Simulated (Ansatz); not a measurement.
# BP (triplet): from Hartree-Fock to the top rungs, def2-TZVPP

The task here is to estimate one member of a computed series from the others.

The runs use Ansatz 0.2.0, Gaussian basis; def2-TZVPP, core rule «outside noble gas», up to 6 orbitals frozen.

Plan: UHF; ROHF; CCSD(T) on UHF.

2 further runs of the same task are left out: 2 set aside as unsound or not needed.

**What is computed**

The geometry is a PBE0/def2-TZVP stationary point (not a proven minimum).

2 atoms, charge 0, spin multiplicity 3.

Atoms are counted from 1 here; the program's logs count them from 0.

Bond lengths: B1–P2 1.736 Å.

As a file:

```xyz
2

B     0.00000    0.00000    0.00000
P     0.00000    0.00000    1.73630
```

Set-up of the first run:

in.yaml

```yaml
crystal:
  periodic: [false, false, false]
  atoms:
    - {symbol: B, position_ang: [0.000000, 0.000000, 0.000000]}
    - {symbol: P, position_ang: [0.000000, 0.000000, 1.736300]}
basis:
  gaussian: {orbitals: def2-TZVPP}
magnetization: {spin_polarized: true, initial_magnetization: 2}
hamiltonian: {xc: hf}
output: {orbitals: {seedname: orbitals}}
```

The run is started by

```console
$ ansatz run in.yaml --threads 1 --pin off --events-out ev --progress --plain --max-ram 4096MiB --backend cpu
```

Among the steps run: UHF; ROHF; CCSD(T) on UHF.

One table of the session follows, with a row left open; its other results are not shown here.

It belongs to the step «Misses and costs». 

| method | from UCCSD(T) (kcal/mol) |
| --- | --- |
| ROHF | +140.16 |
| UHF | +135.88 |
| UMP2 | +28.68 |
| UCCSD | ? |
| UCCSD(T) | 0 |

Q: Estimate the row for UCCSD from the others.

**Answer.** from UCCSD(T) (kcal/mol): +8.36. In the column «from UCCSD(T) (kcal/mol)» it lies between UCCSD(T) (0) and UMP2 (+28.68).

With the free atoms at the same levels and basis (separate runs), the atomisation energy is 3.101 eV at UCCSD(T), 1.777 eV at ROHF.
